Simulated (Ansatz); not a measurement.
α-quartz (SiO2), treated with r²SCAN+rVV10 (plane waves, PAW; Ansatz, a quantum-chemistry and plane-wave program).

Run with plane-wave cutoff 560 eV, 12×12×6 k mesh (along the axes of the cell as run), Fermi–Dirac smearing 0.01 eV, scalar-relativistic PAW data made under PBE.

Computed at the level's own relaxed cell.

Task: What does this level give for the lattice parameter c, smallest direct gap on the k points sampled, bulk modulus and equilibrium lattice constant a?

Result: 
- lattice parameter c: 5.377 Å
- smallest direct gap on the k points sampled: 6.87 eV
- bulk modulus: 42.7 GPa
- equilibrium lattice constant a: 4.869 Å

Measured, for comparison: lattice parameter c 5.405 Å, lattice constant a 4.914 Å (298 K, no zero-point or thermal correction; as tabulated in Sutter and Yavaş (2016), arXiv:1612.07049); bulk modulus 37.1 ± 0.09 GPa (room temperature, no zero-point or thermal correction, equation of state from high-pressure X-ray diffraction; as tabulated in Angel, Allan, Miletich, Finger, J. Appl. Cryst. 30, 461 (1997)). Computed (rounded) less measured: lattice parameter c -0.5 %, bulk modulus +15 %, lattice constant a -0.9 %. A static lattice is as a rule a little smaller and stiffer than an uncorrected measurement, which narrows the difference in the lattice parameter c, lattice constant a and would widen misses of the other sign.

Note: the bulk modulus comes from volumes at which shape and atoms were relaxed.

Static lattice: no zero-point or thermal effects.
